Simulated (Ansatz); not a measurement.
Two isomers of C4H7FO: A = `CC/C(O)=C/F`, B = `C/C(=C/F)CO`.

Isolated molecules relaxed with PBE0-D4/def2-TZVP in Ansatz; ΔE leaves out vibrations. CBS: MP2 limit from def2 TZ/QZ plus the TZ coupled-cluster correction, frozen cores. Double bonds are as drawn, so ΔE can hold a change between cis and trans. DFT in def2-TZVPP. One conformer a species, not always the lowest.

Q: Which isomer does CCSD(T)/CBS put lower? Give the gap. (Best estimate.)

A: Computed: A, by 4.6 kcal/mol.

Q: Give E(B) − E(A) in kcal/mol with CCSD(T)/def2-TZVPP, B2PLYP, r2SCAN-D4, PBE0-D4, PBE-D4, HF/def2-TZVPP, ωB97M-V. (An estimate is asked.)

A: Ansatz gave: CCSD(T)/def2-TZVPP 4.3, B2PLYP 4.8, r2SCAN-D4 5.7, PBE0-D4 5.3, PBE-D4 5.4, HF/def2-TZVPP 4.3, ωB97M-V 5.0. None reverses the order clearly.

Largest T1 diagnostic: 0.012.
